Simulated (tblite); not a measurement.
Species: C₅H₆F (doublet state).
Atom-mapped SMILES: `[CH3:1][CH2:2][C:3]#[C:4][CH:5][F:6]` (hydrogens: H7, H8, H9 on C1; H10, H11 on C2; H12 on C5)

Computed geometry: GFN2-xTB, gas phase. This method treats the open shell by occupation alone, without spin polarisation.

Q: Give the optimised bond lengths and angles.

A: 
```csv
bond,length (bohr),order
C1–C2,2.894,single
C2–C3,2.725,single
C3≡C4,2.308,triple
C4–C5,2.560,single
C5–F6,2.549,single
"C1–H7, C1–H8, C1–H9",2.055,single
"C2–H10, C2–H11",2.070,single
C5–H12,2.034,single
```

Bonds in one row agree within 0.02 bohr and their mean is given. Orders are formal, as drawn. A selection of angles:
```csv
angle,degrees
C2–C1–H7,110.4
H7–C1–H8,108.8
H7–C1–H9,108.4
C1–C2–C3,111.6
C1–C2–H10,110.0
C3–C2–H10,108.9
H10–C2–H11,107.8
C2–C3–C4,179.1
C3–C4–C5,179.0
C4–C5–F6,120.9
C4–C5–H12,125.5
F6–C5–H12,113.6
```

The 4 C–C bonds span 1.221 Å (C3≡C4, drawn triple) to 1.531 Å (C1–C2, drawn single), a spread of 0.310 Å. C5 (carbon bonded to C, F and H) is planar (angles 125.5°, 120.9° and 113.6°, sum 360.0°, 0.00 Å off the plane of its three neighbours).

Point group: C1 (no symmetry element, even within 0.4 Å). Its lowest GFN2-xTB frequency is 4 cm⁻¹, too small to tell a flat minimum from a shallow saddle. 2 starts were optimised and ended at 0.00 and 0.04 kcal/mol (GFN2-xTB); the lowest of these is shown.

On an Arm Neoverse V1 with one thread, shared host, this took 0.23 s. These figures are those of the optimisation.
